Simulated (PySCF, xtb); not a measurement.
O2, neutral, multiplicity 3. Atoms are numbered in the order given.

```xyz
2

O      0.0000     0.0000    -0.5963
O      0.0000     0.0000     0.5963
```
Charge 0, spin multiplicity 3.

Geometry: PBE0-D3(BJ)/def2-TZVPD.

Level of theory: C-PCM-ωB97X/def2-TZVPD (PySCF).

The values are the electrostatic part of the solvation free energy, E(continuum) − E(gas) at the gas-phase geometry, in a cavity of scaled van der Waals radii (PySCF's table); cavitation and dispersion terms are not included. The dipole moment in vacuum is 0.00 D.

Computed values in water (ε = 78.36), methanol (ε = 32.61), 1-octanol (ε = 9.86):
```tsv
solvent	ε	ΔG(elec) (kcal/mol)	dipole (D)
water	78.36	-0.1	0.00
methanol	32.61	-0.1	0.00
1-octanol	9.86	-0.1	0.00
```

For comparison, GFN2-xTB/ALPB(water) (xtb, at the GFN2-xTB geometry, all terms of that model) gives 4.7 kcal/mol.
